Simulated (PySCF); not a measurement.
# C4H6F2: magnetic properties

Aim: compute the magnetic properties of C4H6F2 (`C=CC(C)(F)F`).

Programs: PySCF 2.14.0, with routines of our own; each step states its level. All values are computed. Atoms count from 0.

## (1) The starting structure

12 atoms, charge 0, multiplicity 1; geometry from: GFN2-xTB.

## (2) Magnetic properties: GIAO HF/aug-pcSseg-1

Job settings and geometry (Å):

```
{"job": {"kind": "mag", "xc": "HF", "basis": "aug-pcSseg-1", "isotopologues": 2}, "charge": 0, "multiplicity": 1}
C      1.920876     0.252865    -0.288355
C      0.866192     0.168627     0.498119
C     -0.535324     0.486687     0.056086
C     -1.412736    -0.750024    -0.075958
F     -1.109456     1.351205     0.954276
F     -0.535296     1.170426    -1.126165
H      1.835033     0.575337    -1.312413
H      2.907068     0.006696     0.063681
H      0.931618    -0.140960     1.530564
H     -2.400702    -0.451782    -0.419047
H     -1.497877    -1.239449     0.889970
H     -0.968197    -1.430312    -0.796783
```

Level: GIAO HF/aug-pcSseg-1 magnetisability, rotational g tensor and spin-rotation constants, non-relativistic, gas phase.

Run with:

```
$ OMP_NUM_THREADS=1 python excited_run.py task.json out
```

This one command runs all jobs of the session in turn.

Standard output:

```text
final grid: 100272 points
cycle   1  E = -353.6586005198  dE =  1.072e+00  |g| = 7.705e-01  |ddm| = 4.933e+00
cycle   2  E = -353.7589600688  dE = -1.004e-01  |g| = 4.735e-01  |ddm| = 1.317e+00
cycle   3  E = -353.7950715178  dE = -3.611e-02  |g| = 7.078e-02  |ddm| = 5.881e-01
cycle   4  E = -353.7967036829  dE = -1.632e-03  |g| = 1.815e-02  |ddm| = 1.921e-01
cycle   5  E = -353.7968048655  dE = -1.012e-04  |g| = 4.097e-03  |ddm| = 4.387e-02
cycle   6  E = -353.7968120100  dE = -7.144e-06  |g| = 1.355e-03  |ddm| = 1.609e-02
cycle   7  E = -353.7968128699  dE = -8.599e-07  |g| = 4.800e-04  |ddm| = 5.460e-03
cycle   8  E = -353.7968129633  dE = -9.342e-08  |g| = 1.339e-04  |ddm| = 1.641e-03
cycle   9  E = -353.7968129727  dE = -9.339e-09  |g| = 3.555e-05  |ddm| = 5.416e-04
cycle  10  E = -353.7968129732  dE = -5.332e-10  |g| = 1.342e-05  |ddm| = 1.220e-04
converged SCF energy = -353.7968129732

Magnetisability tensor (1e-30 J/T^2)
     -850.37      -36.44       20.98
      -36.44     -979.83      -58.22
       20.98      -58.22     -848.01
isotropic -892.74   principal values   -1006.59   -869.37   -802.26
isotropic susceptibility -53.762 1e-6 cm^3/mol

Inertial axes            a          b          c
rot. const./GHz      5.0191     2.8328     2.8107
chi total           -51.260    -54.568    -55.458
chi diamagnetic    -302.973   -491.514   -499.664
chi paramagnetic    251.713    436.945    444.206
quadrupole/D A        3.580     -1.315     -2.266
g nuclear            0.5638     0.5730     0.5800
g electronic        -0.5935    -0.5815    -0.5866
g total             -0.0297    -0.0085    -0.0066

Spin-rotation constants (kHz, H = +C I.J)
atom  isotope        aa         bb         cc
  4    19F        6.000      1.667      2.350
  5    19F        5.155      1.654      2.108
  6     1H       -0.510     -0.035     -0.023
  7     1H        0.242     -0.257     -0.250
  8     1H       -0.536     -0.041     -0.010
  9     1H        0.024     -0.279     -0.284
 10     1H       -0.558     -0.043     -0.213
 11     1H       -0.390     -0.308     -0.051
  0    13C*       1.786      0.723      0.750
  1    13C*       1.731      1.005      0.735
  2    13C*       1.387      0.816      0.706
  3    13C*       0.721      0.391      0.432
* in the singly substituted isotopologue

Isotopologues: g along a, b, c
2H    at 6,7,8,9,10,11     -0.0267    -0.0036    -0.0095
13C   at 0                 -0.0297    -0.0084    -0.0065
```

Run time: 18 s. Hardware: 1 thread of Arm Neoverse V1, shared host; peak memory 0.77 GiB.

From this job:

| quantity | value |
| --- | --- |
| magnetisability | -893·10⁻³⁰ J/T² |
| molar susceptibility | -53.8·10⁻⁶ cm³/mol |
| rotational g (a, b, c) | -0.0297, -0.0085, -0.0066 |

## (3) Magnetic properties: GIAO LDA/6-31++G**

Settings changed since step 2:

```diff
@@ -1,2 +1,2 @@
-{"job": {"kind": "mag", "xc": "HF", "basis": "aug-pcSseg-1", "isotopologues": 2}, "charge": 0, "multiplicity": 1}
+{"job": {"kind": "mag", "xc": "LDA", "basis": "6-31++G**", "scf": {"aux": "def2-qzvpp-jkfit"}}, "charge": 0, "multiplicity": 1}
 C      1.920876     0.252865    -0.288355
```

Method: GIAO LDA/6-31++G** magnetisability, rotational g tensor and spin-rotation constants, non-relativistic, gas phase.

Standard output:

```text
final grid: 100272 points
cycle   1  E = -352.8848459900  dE =  5.671e-01  |g| = 7.124e-01  |ddm| = 3.474e+00
cycle   2  E = -352.7053159158  dE =  1.795e-01  |g| = 1.220e+00  |ddm| = 1.955e+00
cycle   3  E = -352.9874257939  dE = -2.821e-01  |g| = 1.748e-01  |ddm| = 1.254e+00
cycle   4  E = -352.9938033042  dE = -6.378e-03  |g| = 5.417e-02  |ddm| = 2.521e-01
cycle   5  E = -352.9943487375  dE = -5.454e-04  |g| = 2.963e-02  |ddm| = 8.786e-02
cycle   6  E = -352.9945708194  dE = -2.221e-04  |g| = 4.137e-03  |ddm| = 3.449e-02
cycle   7  E = -352.9945745354  dE = -3.716e-06  |g| = 1.765e-03  |ddm| = 1.026e-02
cycle   8  E = -352.9945751713  dE = -6.359e-07  |g| = 2.905e-04  |ddm| = 2.496e-03
cycle   9  E = -352.9945751816  dE = -1.026e-08  |g| = 1.601e-04  |ddm| = 4.613e-04
cycle  10  E = -352.9945751858  dE = -4.215e-09  |g| = 2.432e-05  |ddm| = 1.960e-04
cycle  11  E = -352.9945751859  dE = -1.153e-10  |g| = 1.199e-05  |ddm| = 1.257e-04
converged SCF energy = -352.9945751859

Magnetisability tensor (1e-30 J/T^2)
     -810.12      -41.29        9.39
      -41.29     -967.86      -66.42
        9.39      -66.42     -804.42
isotropic -860.80   principal values    -998.33   -817.00   -767.08
isotropic susceptibility -51.839 1e-6 cm^3/mol

Inertial axes            a          b          c
rot. const./GHz      5.0191     2.8328     2.8107
chi total           -48.633    -53.031    -53.853
chi diamagnetic    -302.945   -491.698   -499.888
chi paramagnetic    254.312    438.667    446.035
quadrupole/D A        3.318     -1.217     -2.100
g nuclear            0.5638     0.5730     0.5800
g electronic        -0.5997    -0.5838    -0.5890
g total             -0.0358    -0.0108    -0.0090

Spin-rotation constants (kHz, H = +C I.J)
atom  isotope        aa         bb         cc
  4    19F        7.311      2.333      3.151
  5    19F        6.268      2.305      2.829
  6     1H       -0.479     -0.032     -0.022
  7     1H        0.280     -0.255     -0.249
  8     1H       -0.500     -0.028      0.005
  9     1H        0.035     -0.276     -0.285
 10     1H       -0.556     -0.035     -0.209
 11     1H       -0.385     -0.305     -0.046
  0    13C*       1.744      0.648      0.680
  1    13C*       1.711      0.940      0.703
  2    13C*       1.544      0.851      0.760
  3    13C*       0.697      0.372      0.422
* in the singly substituted isotopologue
```

Run time: 15 s. Hardware: 1 thread of Arm Neoverse V1, shared host; peak memory 0.41 GiB.

Key values:

| quantity | value |
| --- | --- |
| magnetisability | -861·10⁻³⁰ J/T² |
| molar susceptibility | -51.8·10⁻⁶ cm³/mol |
| rotational g (a, b, c) | -0.0358, -0.0108, -0.0090 |

## (4) Magnetic properties: GIAO HCTH407/pcSseg-1

Settings changed since step 3:

```diff
@@ -1,2 +1,2 @@
-{"job": {"kind": "mag", "xc": "LDA", "basis": "6-31++G**", "scf": {"aux": "def2-qzvpp-jkfit"}}, "charge": 0, "multiplicity": 1}
+{"job": {"kind": "mag", "xc": "HCTH407", "basis": "pcSseg-1"}, "charge": 0, "multiplicity": 1}
 C      1.920876     0.252865    -0.288355
```

Level: GIAO HCTH407/pcSseg-1 magnetisability, rotational g tensor and spin-rotation constants, non-relativistic, gas phase.

Standard output:

```text
coarse grid: 10240 points
cycle   1  E = -355.4399894588  dE =  5.615e-01  |g| = 8.636e-01  |ddm| = 2.963e+00
cycle   2  E = -355.2051486343  dE =  2.348e-01  |g| = 1.487e+00  |ddm| = 1.542e+00
cycle   3  E = -355.5658432754  dE = -3.607e-01  |g| = 1.888e-01  |ddm| = 1.018e+00
cycle   4  E = -355.5737595584  dE = -7.916e-03  |g| = 6.397e-02  |ddm| = 1.896e-01
cycle   5  E = -355.5745019173  dE = -7.424e-04  |g| = 3.685e-02  |ddm| = 6.914e-02
cycle   6  E = -355.5748458786  dE = -3.440e-04  |g| = 4.381e-03  |ddm| = 2.792e-02
cycle   7  E = -355.5748496213  dE = -3.743e-06  |g| = 1.881e-03  |ddm| = 4.976e-03
final grid: 100272 points
cycle   8  E = -355.6153229131  dE = -1.048e-04  |g| = 1.158e-02  |ddm| = 4.633e-02
cycle   9  E = -355.6152927537  dE =  3.016e-05  |g| = 1.802e-02  |ddm| = 1.992e-02
cycle  10  E = -355.6153435844  dE = -5.083e-05  |g| = 2.271e-03  |ddm| = 1.264e-02
cycle  11  E = -355.6153446812  dE = -1.097e-06  |g| = 5.862e-04  |ddm| = 2.063e-03
cycle  12  E = -355.6153447452  dE = -6.395e-08  |g| = 3.187e-04  |ddm| = 6.259e-04
cycle  13  E = -355.6153447718  dE = -2.664e-08  |g| = 4.129e-05  |ddm| = 2.446e-04
cycle  14  E = -355.6153447721  dE = -3.193e-10  |g| = 1.676e-05  |ddm| = 4.340e-05
converged SCF energy = -355.6153447721

Magnetisability tensor (1e-30 J/T^2)
     -793.10      -39.05       10.87
      -39.05     -940.61      -61.90
       10.87      -61.90     -787.96
isotropic -840.56   principal values    -968.91   -801.55   -751.21
isotropic susceptibility -50.620 1e-6 cm^3/mol

Inertial axes            a          b          c
rot. const./GHz      5.0191     2.8328     2.8107
chi total           -47.644    -51.747    -52.468
chi diamagnetic    -301.700   -490.983   -499.181
chi paramagnetic    254.057    439.236    446.713
quadrupole/D A        2.714     -0.922     -1.792
g nuclear            0.5638     0.5730     0.5800
g electronic        -0.5990    -0.5845    -0.5899
g total             -0.0352    -0.0116    -0.0099

Spin-rotation constants (kHz, H = +C I.J)
atom  isotope        aa         bb         cc
  4    19F        7.356      2.361      3.122
  5    19F        6.300      2.294      2.922
  6     1H       -0.488     -0.035     -0.024
  7     1H        0.267     -0.254     -0.248
  8     1H       -0.511     -0.033     -0.002
  9     1H        0.041     -0.272     -0.285
 10     1H       -0.555     -0.033     -0.208
 11     1H       -0.377     -0.307     -0.045
  0    13C*       1.834      0.721      0.748
  1    13C*       1.798      1.015      0.772
  2    13C*       1.640      0.904      0.813
  3    13C*       0.799      0.427      0.479
* in the singly substituted isotopologue
```

Run time: 17 s. Hardware: 1 thread of Arm Neoverse V1, shared host; peak memory 0.46 GiB.

Key values:

| quantity | value |
| --- | --- |
| magnetisability | -841·10⁻³⁰ J/T² |
| molar susceptibility | -50.6·10⁻⁶ cm³/mol |
| rotational g (a, b, c) | -0.0352, -0.0116, -0.0099 |

## (5) Magnetic properties: GIAO revPBE/6-311+G(2d,p)

Settings changed since step 4:

```diff
@@ -1,2 +1,2 @@
-{"job": {"kind": "mag", "xc": "HCTH407", "basis": "pcSseg-1"}, "charge": 0, "multiplicity": 1}
+{"job": {"kind": "mag", "xc": "revPBE", "basis": "6-311+G(2d,p)", "scf": {"diis": false, "max_cycle": 72}}, "charge": 0, "multiplicity": 1}
 C      1.920876     0.252865    -0.288355
```

Level: GIAO revPBE/6-311+G(2d,p) magnetisability, rotational g tensor and spin-rotation constants, non-relativistic, gas phase.

Standard output:

```text
final grid: 100272 points
cycle   1  E = -355.5840160671  dE =  5.715e-01  |g| = 8.019e-01  |ddm| = 2.951e+00
cycle   2  E = -355.3540525592  dE =  2.300e-01  |g| = 1.437e+00  |ddm| = 1.785e+00
cycle   3  E = -354.7444804963  dE =  6.096e-01  |g| = 2.411e+00  |ddm| = 2.365e+00
cycle   4  E = -351.0189751935  dE =  3.726e+00  |g| = 5.159e+00  |ddm| = 1.464e+01
cycle   5  E = -344.5537720167  dE =  6.465e+00  |g| = 7.134e+00  |ddm| = 1.794e+01
cycle   6  E = -295.9950032652  dE =  4.856e+01  |g| = 1.426e+01  |ddm| = 4.700e+01
cycle   7  E = -291.9258027725  dE =  4.069e+00  |g| = 1.507e+01  |ddm| = 1.121e+02
cycle   8  E = -249.4548115840  dE =  4.247e+01  |g| = 1.640e+01  |ddm| = 1.111e+02
cycle   9  E = -240.2393892249  dE =  9.215e+00  |g| = 1.901e+01  |ddm| = 6.051e+01
cycle  10  E = -195.6024624714  dE =  4.464e+01  |g| = 2.317e+01  |ddm| = 6.957e+01
[... 52 cycles left out ...]
cycle  63  E = -263.3750469816  dE = -1.274e+02  |g| = 1.633e+01  |ddm| = 2.562e+02
cycle  64  E = -135.9837024866  dE =  1.274e+02  |g| = 2.597e+01  |ddm| = 2.562e+02
cycle  65  E = -263.3750469816  dE = -1.274e+02  |g| = 1.633e+01  |ddm| = 2.562e+02
cycle  66  E = -135.9837024866  dE =  1.274e+02  |g| = 2.597e+01  |ddm| = 2.562e+02
cycle  67  E = -263.3750469816  dE = -1.274e+02  |g| = 1.633e+01  |ddm| = 2.562e+02
cycle  68  E = -135.9837024866  dE =  1.274e+02  |g| = 2.597e+01  |ddm| = 2.562e+02
cycle  69  E = -263.3750469816  dE = -1.274e+02  |g| = 1.633e+01  |ddm| = 2.562e+02
cycle  70  E = -135.9837024866  dE =  1.274e+02  |g| = 2.597e+01  |ddm| = 2.562e+02
cycle  71  E = -263.3750469816  dE = -1.274e+02  |g| = 1.633e+01  |ddm| = 2.562e+02
cycle  72  E = -135.9837024866  dE =  1.274e+02  |g| = 2.597e+01  |ddm| = 2.562e+02
SCF not converged, last energy = -135.9837024866
```

It took 1.8 min on 1 thread of Arm Neoverse V1, shared host; peak memory 0.46 GiB.

Diagnosis: The SCF swings between two densities 127.39 Eh apart: plain iteration without DIIS overshoots. Cure: turn DIIS on. Numbers printed on the way are no properties of the molecule.

## (6) Magnetic properties side by side

| level | ξ (10⁻³⁰ J/T²) | g(a) | g(b) | gap (eV) | functions | time |
| --- | --- | --- | --- | --- | --- | --- |
| GIAO HF/aug-pcSseg-1 | -893 | -0.0297 | -0.0085 | 11.59 | 210 | 18 s |
| GIAO LDA/6-31++G** | -861 | -0.0358 | -0.0108 | 5.63 | 144 | 15 s |
| GIAO HCTH407/pcSseg-1 | -841 | -0.0352 | -0.0116 | 5.81 | 132 | 17 s |

## (7) Summary of results

| quantity | value |
| --- | --- |
| magnetisability (step 2, GIAO HF/aug-pcSseg-1) | -893·10⁻³⁰ J/T² |
| molar susceptibility (step 2, GIAO HF/aug-pcSseg-1) | -53.8·10⁻⁶ cm³/mol |
| rotational g (a, b, c) (step 2, GIAO HF/aug-pcSseg-1) | -0.0297, -0.0085, -0.0066 |
| magnetisability over the levels | -893 to -841·10⁻³⁰ J/T² |
| runs | 1 failed, 0 ended on unsound input |

**Reading.** The magnetisability spreads by 6.0 % over 3 levels of like cost. Vibrational averaging and real surroundings are missing from these values.
